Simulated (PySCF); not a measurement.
Isomers C$_{3}$H$_{3}$FO$_{2}$:

A. SMILES O=C(O)/C=C/F
B. `C=C(F)C(=O)O`
C. `O=CO/C=C/F`

Spectrum 1. $^{1}$H NMR (300 MHz, computed): δ 5.96 (dd, J = 35.8, 2.1 Hz, 1H), 5.66 (dd, J = 9.0, 2.1 Hz, 1H), 5.61 (br s, 1H). $^{13}$C{$^{1}$H} NMR (computed): δ 162.8 (C, d, J = 39.9 Hz), 160.6 (C, d, J = 330.8 Hz), 110.7 (CH2, d, J = 16.6 Hz).

Spectrum 2. $^{1}$H NMR (300 MHz, computed): δ 8.77 (dd, J = 88.1, 11.7 Hz, 1H), 7.86 (d, J = 4.7 Hz, 1H), 6.86 (dd, J = 12.0, 11.7 Hz, 1H). $^{13}$C{$^{1}$H} NMR (computed): δ 161.2 (CH), 158.0 (CH, d, J = 335.4 Hz), 137.2 (CH, d, J = 47.5 Hz).

Spectrum 3. $^{1}$H NMR (300 MHz, computed): δ 7.85 (dd, J = 85.9, 12.6 Hz, 1H), 5.78 (dd, J = 12.6, 12.0 Hz, 1H), 5.54 (br s, 1H). $^{13}$C{$^{1}$H} NMR (computed): δ 177.3 (CH, d, J = 365.0 Hz), 169.0 (C, d, J = 19.6 Hz), 107.9 (CH, d, J = 12.5 Hz).

All values are calculated (PySCF): geometry from PBE0-D3(BJ)/def2-SVP, B3LYP/pcJ-1 coupling constants, shieldings: GIAO PBE0/pcSseg-1. One averaged value for each set of equivalent atoms, gas phase, no relativistic terms, one conformer.

δ = σ(ref) − σ, references computed at the same level: TMS for $^{1}$H and $^{13}$C. Multiplet labels drop J under 1 Hz and among equivalent protons, and merge close values. Unscaled 3J(H,H) run several per cent high. One-bond C–F couplings are unscaled and too large by tens of Hz. Acid and N–H amide carbonyl carbons lie up to 10 ppm further downfield in solution (hydrogen bonding). Shifts are as computed. Against solution values, carbons near 30 ppm lie about +2 ppm off and those near 130 ppm about +5 ppm. Of 1211 compounds with measured shifts, 218 miss one by over three times the rms of a fit or turn the order of signals round; such compounds aren't used in these exercises. OH and NH positions are gas-phase values without hydrogen bonding to other molecules.

Q: Match each spectrum to its structure.

A: 1–B, 2–C, 3–A.

- Spectrum 1 (B): 3 $^{13}$C signals; δC 162.8 is a carboxylic acid carbon; δC 160.6 is an α carbon of a C=C–C=O unit.
- Spectrum 2 (C): 3 $^{13}$C signals; δC 161.2 is an ester carbonyl carbon; δC 137.2 is an alkene carbon bearing oxygen.
- Spectrum 3 (A): 3 $^{13}$C signals; δC 177.3 is a β carbon of a C=C–C=O unit; δC 169.0 is a carboxylic acid carbon.
